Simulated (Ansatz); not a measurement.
Gas-phase reaction in SMILES: C=CC [prop-1-ene] + 3 [H][H] (H2) -> 3 C (CH4)

Wanted: energy of full hydrogenation (enthalpy at 298 K), in kcal/mol. Terms: LANL2DZ all-electron up to Ne; no spin-orbit coupling; valence correlation only; non-relativistic; six Cartesian d functions in 6-31G* and its kin unless marked 5d; 6-311+G** with 5d. CBS marks a two-point X^-3 extrapolation of the correlation energy; Hartree-Fock from the larger set. The bracket is a focal-point correction in the basis named. First-principles rows: single points at B3LYP-D3(BJ) geometries (Ansatz, a program for electronic structure), with unscaled harmonic terms from B3LYP/6-31G* at its own minima.

Measured values: Active Thermochemical Tables 1.112 (ions: stationary electron), as tabulated in the package chemicals; they hold spin-orbit and core effects, anharmonicity. 

Value to compare with, the measured value: -58.3 kcal/mol.

```json
[
 {"level": "MP2/STO-3G", "program": "Ansatz", "energy of full hydrogenation (enthalpy at 298 K) (kcal/mol)": "-67.0", "error": "-8.7"},
 {"level": "MP2/3-21G", "program": "Ansatz", "energy of full hydrogenation (enthalpy at 298 K) (kcal/mol)": "-56.4", "error": "1.9"},
 {"level": "MP2/LANL2DZ", "program": "Ansatz", "energy of full hydrogenation (enthalpy at 298 K) (kcal/mol)": "-55.4", "error": "2.9"},
 {"level": "MP2/6-31G*", "program": "Ansatz", "energy of full hydrogenation (enthalpy at 298 K) (kcal/mol)": "-55.4", "error": "2.9"},
 {"level": "MP2/6-311+G**", "program": "Ansatz", "energy of full hydrogenation (enthalpy at 298 K) (kcal/mol)": "-56.6", "error": "1.7"},
 {"level": "RI-MP2/CBS(aug-cc-pVTZ,aug-cc-pVQZ)+[CCSD(T)-MP2]/aug-cc-pVTZ", "program": "Ansatz", "energy of full hydrogenation (enthalpy at 298 K) (kcal/mol)": "-57.6", "error": "0.7"}
]
```

Among the 5 habitual levels, MP2/STO-3G lies farthest from the measured value (-8.7 kcal/mol); 4 of 5 lie above it, and their mean absolute error is 3.6 kcal/mol, the median 2.9. One case shows no general order.

The sets are all those run for this method; runs whose electronic state is in doubt are left out.
